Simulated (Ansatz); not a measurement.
Ansatz (an electronic-structure program) input (HF/6-31G*):

Ansatz 0.2 input:
```yaml
crystal:
  periodic: [false, false, false]
  atoms:
    - {symbol: C, position_ang: [-0.00499980, -0.01452099, -1.24672690]}
    - {symbol: Si, position_ang: [0.00173701, -0.01758875, 0.52490370]}
    - {symbol: H, position_ang: [-0.90357765, 0.30036501, -1.77156372]}
    - {symbol: H, position_ang: [0.89887589, 0.27237806, -1.77846621]}
    - {symbol: H, position_ang: [0.02445414, 1.21778229, 1.44809284]}
    - {symbol: H, position_ang: [-1.20359757, -0.70999926, 1.12140553]}
    - {symbol: H, position_ang: [1.18952582, -0.74715762, 1.11224108]}
basis:
  gaussian:
    orbitals: 6-31G*
hamiltonian:
  xc: {name: HF}
total_charge: -1
phonons: {temperatures: {t_min: 298.15, t_max: 298.15, t_step: 100}}
```

Output:

```
Functional definition: HF
integrals: 0.01 GiB planned
508 factors; integrals over basis functions are off by at most 4.3e-4 eV
mean field: 0.07 GiB planned
mean field evaluation 1: about -8967.9086 eV, gradient 1.7e1 eV
mean field evaluation 2: about -8967.9167 eV, gradient 1.7e1 eV
mean field evaluation 4: about -8968.9385 eV, gradient 2.3e0 eV
mean field evaluation 8: about -8968.9571 eV, gradient 1.3e-3 eV
mean field -8968.95706510 eV, -329.6030927649 hartree, gradient 1.8e-5 eV, S^2 0.000000; 0 other end points of the search recorded, 0 dependent functions left out
the calculation of the forces begins
reference -8968.95706510 eV, -329.6030927649 hartree; 13, 13 occupied and 31, 31 virtual orbitals, 508 factors
these checks for a lower state are left out or cut short: stability, starts, cluster_reference, orbital_swaps, neighbouring_geometries, increment
integrals: 0.01 GiB planned
508 factors; integrals over basis functions are off by at most 4.3e-4 eV
mean field: 0.07 GiB planned
mean field evaluation 16: about -8968.9570 eV, gradient 5.1e-5 eV
mean field -8968.95703835 eV, -329.6030917820 hartree, gradient 2.8e-6 eV, S^2 0.000000; 0 other end points of the search recorded, 0 dependent functions left out
the calculation of the forces begins
reference -8968.95703835 eV, -329.6030917820 hartree; 13, 13 occupied and 31, 31 virtual orbitals, 508 factors
these checks for a lower state are left out or cut short: stability, starts, cluster_reference, orbital_swaps, neighbouring_geometries, increment
integrals: 0.01 GiB planned
508 factors; integrals over basis functions are off by at most 4.3e-4 eV
mean field: 0.07 GiB planned
mean field -8968.95704107 eV, -329.6030918820 hartree, gradient 2.3e-6 eV, S^2 0.000000; 0 other end points of the search recorded, 0 dependent functions left out
the calculation of the forces begins
reference -8968.95704107 eV, -329.6030918820 hartree; 13, 13 occupied and 31, 31 virtual orbitals, 508 factors
these checks for a lower state are left out or cut short: stability, starts, cluster_reference, orbital_swaps, neighbouring_geometries, increment
integrals: 0.01 GiB planned
508 factors; integrals over basis functions are off by at most 4.3e-4 eV
mean field: 0.07 GiB planned
mean field evaluation 32: about -8968.9569 eV, gradient 1.6e-6 eV
mean field -8968.95691211 eV, -329.6030871428 hartree, gradient 1.6e-6 eV, S^2 0.000000; 0 other end points of the search recorded, 0 dependent functions left out
the calculation of the forces begins
reference -8968.95691211 eV, -329.6030871428 hartree; 13, 13 occupied and 31, 31 virtual orbitals, 508 factors
these checks for a lower state are left out or cut short: stability, starts, cluster_reference, orbital_swaps, neighbouring_geometries, increment
integrals: 0.01 GiB planned
508 factors; integrals over basis functions are off by at most 4.3e-4 eV
mean field: 0.07 GiB planned
mean field -8968.95690360 eV, -329.6030868301 hartree, gradient 2.1e-6 eV, S^2 0.000000; 0 other end points of the search recorded, 0 dependent functions left out
the calculation of the forces begins
reference -8968.95690360 eV, -329.6030868301 hartree; 13, 13 occupied and 31, 31 virtual orbitals, 508 factors
these checks for a lower state are left out or cut short: stability, starts, cluster_reference, orbital_swaps, neighbouring_geometries, increment
integrals: 0.01 GiB planned
508 factors; integrals over basis functions are off by at most 4.3e-4 eV
mean field: 0.07 GiB planned
mean field -8968.95698654 eV, -329.6030898780 hartree, gradient 3.0e-6 eV, S^2 0.000000; 0 other end points of the search recorded, 0 dependent functions left out
the calculation of the forces begins
reference -8968.95698654 eV, -329.6030898780 hartree; 13, 13 occupied and 31, 31 virtual orbitals, 508 factors
these checks for a lower state are left out or cut short: stability, starts, cluster_reference, orbital_swaps, neighbouring_geometries, increment
integrals: 0.01 GiB planned
508 factors; integrals over basis functions are off by at most 4.3e-4 eV
mean field: 0.07 GiB planned
mean field -8968.95699281 eV, -329.6030901083 hartree, gradient 8.7e-7 eV, S^2 0.000000; 0 other end points of the search recorded, 0 dependent functions left out
the calculation of the forces begins
reference -8968.95699281 eV, -329.6030901083 hartree; 13, 13 occupied and 31, 31 virtual orbitals, 508 factors
these checks for a lower state are left out or cut short: stability, starts, cluster_reference, orbital_swaps, neighbouring_geometries, increment
integrals: 0.01 GiB planned
508 factors; integrals over basis functions are off by at most 4.3e-4 eV
mean field: 0.07 GiB planned
mean field -8968.95694570 eV, -329.6030883771 hartree, gradient 1.6e-6 eV, S^2 0.000000; 0 other end points of the search recorded, 0 dependent functions left out
[...]
mean field -8968.95705390 eV, -329.6030923533 hartree, gradient 1.0e-6 eV, S^2 0.000000; 0 other end points of the search recorded, 0 dependent functions left out
the calculation of the forces begins
reference -8968.95705390 eV, -329.6030923533 hartree; 13, 13 occupied and 31, 31 virtual orbitals, 508 factors
these checks for a lower state are left out or cut short: stability, starts, cluster_reference, orbital_swaps, neighbouring_geometries, increment
integrals: 0.01 GiB planned
508 factors; integrals over basis functions are off by at most 4.3e-4 eV
mean field: 0.07 GiB planned
mean field -8968.95702772 eV, -329.6030913911 hartree, gradient 1.6e-6 eV, S^2 0.000000; 0 other end points of the search recorded, 0 dependent functions left out
the calculation of the forces begins
reference -8968.95702772 eV, -329.6030913911 hartree; 13, 13 occupied and 31, 31 virtual orbitals, 508 factors
these checks for a lower state are left out or cut short: stability, starts, cluster_reference, orbital_swaps, neighbouring_geometries, increment
integrals: 0.01 GiB planned
508 factors; integrals over basis functions are off by at most 4.3e-4 eV
mean field: 0.07 GiB planned
mean field evaluation 96: about -8968.9570 eV, gradient 6.5e-2 eV
mean field -8968.95702985 eV, -329.6030914697 hartree, gradient 1.3e-6 eV, S^2 0.000000; 0 other end points of the search recorded, 0 dependent functions left out
the calculation of the forces begins
reference -8968.95702985 eV, -329.6030914697 hartree; 13, 13 occupied and 31, 31 virtual orbitals, 508 factors
these checks for a lower state are left out or cut short: stability, starts, cluster_reference, orbital_swaps, neighbouring_geometries, increment
integrals: 0.01 GiB planned
508 factors; integrals over basis functions are off by at most 4.3e-4 eV
mean field: 0.07 GiB planned
mean field -8968.95703462 eV, -329.6030916449 hartree, gradient 1.2e-6 eV, S^2 0.000000; 0 other end points of the search recorded, 0 dependent functions left out
the calculation of the forces begins
reference -8968.95703462 eV, -329.6030916449 hartree; 13, 13 occupied and 31, 31 virtual orbitals, 508 factors
these checks for a lower state are left out or cut short: stability, starts, cluster_reference, orbital_swaps, neighbouring_geometries, increment
integrals: 0.01 GiB planned
508 factors; integrals over basis functions are off by at most 4.3e-4 eV
mean field: 0.07 GiB planned
mean field -8968.95703249 eV, -329.6030915668 hartree, gradient 1.1e-6 eV, S^2 0.000000; 0 other end points of the search recorded, 0 dependent functions left out
the calculation of the forces begins
reference -8968.95703249 eV, -329.6030915668 hartree; 13, 13 occupied and 31, 31 virtual orbitals, 508 factors
these checks for a lower state are left out or cut short: stability, starts, cluster_reference, orbital_swaps, neighbouring_geometries, increment
integrals: 0.01 GiB planned
508 factors; integrals over basis functions are off by at most 4.3e-4 eV
mean field: 0.07 GiB planned
mean field -8968.95705228 eV, -329.6030922940 hartree, gradient 1.6e-6 eV, S^2 0.000000; 0 other end points of the search recorded, 0 dependent functions left out
the calculation of the forces begins
reference -8968.95705228 eV, -329.6030922940 hartree; 13, 13 occupied and 31, 31 virtual orbitals, 508 factors
these checks for a lower state are left out or cut short: stability, starts, cluster_reference, orbital_swaps, neighbouring_geometries, increment
integrals: 0.01 GiB planned
508 factors; integrals over basis functions are off by at most 4.3e-4 eV
mean field: 0.07 GiB planned
mean field -8968.95704920 eV, -329.6030921808 hartree, gradient 1.9e-6 eV, S^2 0.000000; 0 other end points of the search recorded, 0 dependent functions left out
the calculation of the forces begins
reference -8968.95704920 eV, -329.6030921808 hartree; 13, 13 occupied and 31, 31 virtual orbitals, 508 factors
these checks for a lower state are left out or cut short: stability, starts, cluster_reference, orbital_swaps, neighbouring_geometries, increment
integrals: 0.01 GiB planned
508 factors; integrals over basis functions are off by at most 4.3e-4 eV
mean field: 0.07 GiB planned
mean field evaluation 128: about -8968.9570 eV, gradient 4.5e-2 eV
mean field -8968.95703063 eV, -329.6030914981 hartree, gradient 2.9e-6 eV, S^2 0.000000; 0 other end points of the search recorded, 0 dependent functions left out
the calculation of the forces begins
reference -8968.95703063 eV, -329.6030914981 hartree; 13, 13 occupied and 31, 31 virtual orbitals, 508 factors
these checks for a lower state are left out or cut short: stability, starts, cluster_reference, orbital_swaps, neighbouring_geometries, increment
integrals: 0.01 GiB planned
508 factors; integrals over basis functions are off by at most 4.3e-4 eV
mean field: 0.07 GiB planned
mean field -8968.95702946 eV, -329.6030914552 hartree, gradient 2.9e-6 eV, S^2 0.000000; 0 other end points of the search recorded, 0 dependent functions left out
the calculation of the forces begins
reference -8968.95702946 eV, -329.6030914552 hartree; 13, 13 occupied and 31, 31 virtual orbitals, 508 factors
these checks for a lower state are left out or cut short: stability, starts, cluster_reference, orbital_swaps, neighbouring_geometries, increment
integrals: 0.01 GiB planned
508 factors; integrals over basis functions are off by at most 4.3e-4 eV
mean field: 0.07 GiB planned
mean field -8968.95704902 eV, -329.6030921741 hartree, gradient 2.1e-6 eV, S^2 0.000000; 0 other end points of the search recorded, 0 dependent functions left out
the calculation of the forces begins
reference -8968.95704902 eV, -329.6030921741 hartree; 13, 13 occupied and 31, 31 virtual orbitals, 508 factors
these checks for a lower state are left out or cut short: stability, starts, cluster_reference, orbital_swaps, neighbouring_geometries, increment
integrals: 0.01 GiB planned
508 factors; integrals over basis functions are off by at most 4.3e-4 eV
mean field: 0.07 GiB planned
mean field -8968.95704699 eV, -329.6030920996 hartree, gradient 2.1e-6 eV, S^2 0.000000; 0 other end points of the search recorded, 0 dependent functions left out
the calculation of the forces begins
reference -8968.95704699 eV, -329.6030920996 hartree; 13, 13 occupied and 31, 31 virtual orbitals, 508 factors
these checks for a lower state are left out or cut short: stability, starts, cluster_reference, orbital_swaps, neighbouring_geometries, increment
integrals: 0.01 GiB planned
508 factors; integrals over basis functions are off by at most 4.3e-4 eV
mean field: 0.07 GiB planned
mean field -8968.95705017 eV, -329.6030922163 hartree, gradient 1.5e-6 eV, S^2 0.000000; 0 other end points of the search recorded, 0 dependent functions left out
the calculation of the forces begins
reference -8968.95705017 eV, -329.6030922163 hartree; 13, 13 occupied and 31, 31 virtual orbitals, 508 factors
these checks for a lower state are left out or cut short: stability, starts, cluster_reference, orbital_swaps, neighbouring_geometries, increment
integrals: 0.01 GiB planned
508 factors; integrals over basis functions are off by at most 4.3e-4 eV
mean field: 0.07 GiB planned
mean field evaluation 160: about -8968.9570 eV, gradient 3.5e-5 eV
mean field -8968.95704911 eV, -329.6030921774 hartree, gradient 1.6e-6 eV, S^2 0.000000; 0 other end points of the search recorded, 0 dependent functions left out
the calculation of the forces begins
reference -8968.95704911 eV, -329.6030921774 hartree; 13, 13 occupied and 31, 31 virtual orbitals, 508 factors
Total energy: -8968.95706510 eV, -329.6030927649 hartree
Atom 0 at    -0.005000    -0.014521    -1.246727 Å, force    -0.000001    -0.000587     0.002219 eV/Å
Atom 1 at     0.001737    -0.017589     0.524904 Å, force    -0.000029    -0.001220    -0.002647 eV/Å
Atom 2 at    -0.903578     0.300365    -1.771564 Å, force    -0.001399     0.000320    -0.000431 eV/Å
Atom 3 at     0.898876     0.272378    -1.778466 Å, force     0.001405     0.000276    -0.000441 eV/Å
Atom 4 at     0.024454     1.217782     1.448093 Å, force     0.000009     0.000393     0.000872 eV/Å
Atom 5 at    -1.203598    -0.709999     1.121406 Å, force     0.000267     0.000405     0.000213 eV/Å
Atom 6 at     1.189526    -0.747158     1.112241 Å, force    -0.000253     0.000413     0.000215 eV/Å
Dipole moment:     0.002957     0.138907     0.208991 e Å
Vibrations: 262.01 444.22 641.78 725.99 884.51 950.26 975.32 1120.40 1148.20 1532.42 1936.84 2126.77 2171.45 3184.72 3231.62 cm⁻¹, zero-point energy 1.322695 eV
```

The blocks after the first are displaced geometries, from whose forces the wavenumbers follow.

The dipole moment of an ion depends on the origin.
